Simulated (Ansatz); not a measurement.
**A cut through the energy surface**

C2H6N (SMILES [CH2]NC), doublet, at its PBE0-D4/def2-TZVP minimum:

```xyz
9
angstrom
C -0.5103 0.6893 -1.0446
N -0.2137 0.4673 0.2817
C 0.4816 -0.7398 0.6473
H -0.7769 -0.1783 -1.6348
H -0.9415 1.6482 -1.2984
H 0.0890 1.2852 0.7867
H -0.0766 -1.6030 0.2757
H 1.4992 -0.7942 0.2353
H 0.5376 -0.8210 1.7340
```

The angle H8–C3–N2 (113.2° at the minimum) is set to the values below, H8, with anything bonded beyond it, turning rigidly in the plane of the angle. Each method's energies count from its own value at the PBE0-D4 minimum structure. Computed with Ansatz 0.2.0 (basis: def2-TZVPP); correlated methods freeze the cores; orbitals are unrestricted.

CCSD(T) energies along the scan:
```
angle (°)  CCSD(T) (kJ/mol)
     89.2              60.1
     95.2              33.2
    101.2              14.5
    107.2               3.5
    113.2               0.0
    119.2               3.7
    125.2              14.4
    131.2              31.8
    137.2              55.9
```
They count from the CCSD(T) energy at the PBE0-D4 minimum.

Minimum and curvature along this coordinate at CCSD(T): A fifth-order fit through the nearest points gives 113.1°, with a curvature of about 2.1 meV/deg².

Largest difference from the CCSD(T) curve over the scan: PBE-D4 4.6; r2SCAN-D4 1.8; PBE0-D4 1.8; wB97M-V 1.2 kJ/mol. Each curve counts from its own value at the minimum.

T1 diagnostic: at most 0.017. ⟨S²⟩ of the unrestricted Hartree–Fock references: 0.76 (a pure state has 0.75).

For scale, one of the runs: CCSD(T)/def2-TZVPP, 177 basis functions (an equivalent command: `ansatz run in.yaml --threads 4`). Hardware: 4 CPU threads, shared host. Wall time 76 s; peak host memory 4.3 GiB.
